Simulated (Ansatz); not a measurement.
# ClH3Si2: where a starting geometry ends

The starting geometry of this gas-phase singlet was optimised with GFN2-xTB; its bonds are those of `[SiH3][Si]Cl`.

```xyz
6

Cl    0.2308   -2.6335    0.8992
Si    0.2841    0.8293    0.2464
Si    0.6510   -1.2724   -0.6204
H    -0.8758    1.3653   -0.4899
H     0.0470    1.2590    1.6352
H     1.4325    1.6457   -0.1867
```

Where would you expect an optimisation with PBE0-D3(BJ)/def2-SVP to take it?

It keeps its bonds, and is `[SiH3][Si]Cl`.

The energy falls by 0.21 eV over 17 steps:

```json
{"step": "1", "E − E(last) (eV)": "0.207"}
{"step": "3", "E − E(last) (eV)": "0.054"}
{"step": "5", "E − E(last) (eV)": "0.032"}
{"step": "6", "E − E(last) (eV)": "0.028"}
{"step": "8", "E − E(last) (eV)": "0.017"}
{"step": "10", "E − E(last) (eV)": "0.008"}
{"step": "12", "E − E(last) (eV)": "0.001"}
{"step": "13", "E − E(last) (eV)": "0.000"}
{"step": "15", "E − E(last) (eV)": "0.000"}
{"step": "17", "E − E(last) (eV)": "0.000"}
```

Final geometry (Å):

```xyz
6

Cl   -0.3992   -2.2955    0.6899
Si    0.3926    0.8628    0.1909
Si    1.1524   -1.3624   -0.3856
H    -1.0103    1.0382   -0.3067
H     0.3895    1.0004    1.6833
H     1.2447    1.9500   -0.3879
```

The end wasn't checked by frequencies. Run with Ansatz 0.2.0, 58 s on 1 thread of Intel(R) Xeon(R) Processor @ 2.50GHz (Skylake/Cascade Lake), with other jobs on the host.
